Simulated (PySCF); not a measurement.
An EPR job on `[C]#C` [radical].

Computed with UKS B3LYP, pcH-1 on C H, non-relativistic, mean-field spin-orbit, GIAO (PySCF 2.14.0). Geometry: GFN2-xTB. The input is one job of a driver script: a line of settings, then coordinates in Å.

Input:
```
{"job": {"kind": "epr", "basis": "pcH-1"}, "charge": 0, "multiplicity": 2}
C      1.143594     0.236635    -0.006396
C     -0.040121     0.097358    -0.003982
H     -1.091992    -0.026125    -0.002176
```

Output:
```
UKS, coarse grid
  cycle   1  E = -76.58553553  |g| = 2.44e-01
  cycle   2  E = -76.54924175  |g| = 3.57e-01
  cycle   3  E = -76.60768766  |g| = 1.18e-01
  cycle   4  E = -76.61515585  |g| = 1.61e-02
  cycle   5  E = -76.61542047  |g| = 4.84e-03
  cycle   6  E = -76.61549432  |g| = 2.62e-03
  cycle   7  E = -76.61552730  |g| = 4.72e-04
  cycle   8  E = -76.61552828  |g| = 8.13e-05
UKS, final grid
  cycle   1  E = -76.61552651  |g| = 1.24e-04
  cycle   2  E = -76.61552647  |g| = 2.90e-04
  cycle   3  E = -76.61552652  |g| = 1.14e-05
  cycle   4  E = -76.61552652  |g| = 6.89e-06
internal stability: stable
E = -76.61552652 Eh   <S^2> = 0.7713 (exact 0.7500)
g shifts (ppm)      1          2          3
  rmc          -173       -173       -173
  gc             22         11         11
  oz_so          -0        298        298
  total        -152        135        135
hyperfine (MHz)  atom isotope    a_iso     a_fc   dipolar eigenvalues
    0   13C    1074.40    1074.40    -53.84    -53.84    107.68
    1   13C     227.94     227.94    -25.23    -25.23     50.46
    2    1H      56.09      56.09     -2.84     -2.84      5.69
```

rmc, gc and oz_so are the mass-correction, gauge-correction and orbital-Zeeman/spin–orbit parts of the g shift along its three principal axes; a_iso is the isotropic hyperfine coupling and a_fc its Fermi-contact part. Atoms in this output count from 0.

Problem. How far is ⟨S²⟩ from the pure-spin value?

Solution. S = 0.5 gives S(S+1) = 0.75; the run has 0.7713, 0.0213 more.

Summary of the converged run: ⟨S²⟩ 0.771; g_iso 2.0024.

Isolated species at its GFN2-xTB geometry, gas phase.

Problem. How long does this job take on x86-64 server, one thread, no GPU, on a shared host?

Solution. About 1.7 s.
Labels such as C1 count atoms from 1, the log's own numbers from 0.
